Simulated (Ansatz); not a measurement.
# SiNH4+: one structure at several levels

An exercise on one series of results from a longer session: the logs are not shown, and one member is left open.

Program: Ansatz 0.2.0, Gaussian basis. Level of theory: single points in def2-TZVPP. These are calculated values, not measurements.

Cores are frozen in the correlated methods.

## Where the work starts

6 atoms, charge 1, spin multiplicity 1.

Atoms are counted from 1 here; the program's logs count them from 0.

Bond lengths: N1–Si2 1.822 Å, N1–H3 0.951 Å, N1–H4 1.080 Å, Si2–H5 1.352 Å, Si2–H6 1.564 Å. Angles: Si2–N1–H3 116.1°, Si2–N1–H4 122.7°, H3–N1–H4 121.0°, N1–Si2–H5 124.3°, N1–Si2–H6 115.2°, H5–Si2–H6 118.1°.

Coordinates:

```tsv
atom	x (Å)	y (Å)	z (Å)
N1	-0.04400	-0.88810	0.11520
Si2	-0.01620	0.91180	-0.16800
H3	0.31820	-1.42590	-0.58030
H4	-0.36870	-1.32770	1.04660
H5	0.68110	1.51610	-1.15640
H6	-0.47930	1.78370	1.04540
```

The first run:

The input, run/in.yaml:

```yaml
crystal:
  periodic: [false, false, false]
  atoms:
    - {symbol: N, position_ang: [-0.044000, -0.888100, 0.115200]}
    - {symbol: Si, position_ang: [-0.016200, 0.911800, -0.168000]}
    - {symbol: H, position_ang: [0.318200, -1.425900, -0.580300]}
    - {symbol: H, position_ang: [-0.368700, -1.327700, 1.046600]}
    - {symbol: H, position_ang: [0.681100, 1.516100, -1.156400]}
    - {symbol: H, position_ang: [-0.479300, 1.783700, 1.045400]}
basis:
  gaussian: {orbitals: def2-TZVPP}
total_charge: 1
correlation: {method: ccsd_t}
output: {forces: true}
```

No record of the launch command was kept for these runs.

Steps of the session up to this table: CCSD(T)/def2-TZVPP; PBE0-D4/def2-TZVPP; wB97M-V/def2-TZVPP; r2SCAN-D4/def2-TZVPP; PBE-D4/def2-TZVPP; B97M-V/def2-TZVPP; wB97X-V/def2-TZVPP.

One of the session's tables, all rows but one given; the rest of the session is left out.

| method | RMS force component (eV/Å) | angle to CCSD(T) forces (°) |
| --- | --- | --- |
| CCSD(T) | 2.600 | reference |
| PBE0-D4 | 2.656 | 1.6 |
| wB97M-V | ? | ? |
| r2SCAN-D4 | 2.607 | 0.9 |
| PBE-D4 | 2.572 | 3.7 |
| B97M-V | 2.566 | 2.4 |
| wB97X-V | 2.694 | 1.7 |

Estimate the missing values for wB97M-V.

As computed: RMS force component (eV/Å): 2.638; angle to CCSD(T) forces (°): 1.6. In the column «RMS force component (eV/Å)» it lies between r2SCAN-D4 (2.607) and PBE0-D4 (2.656).
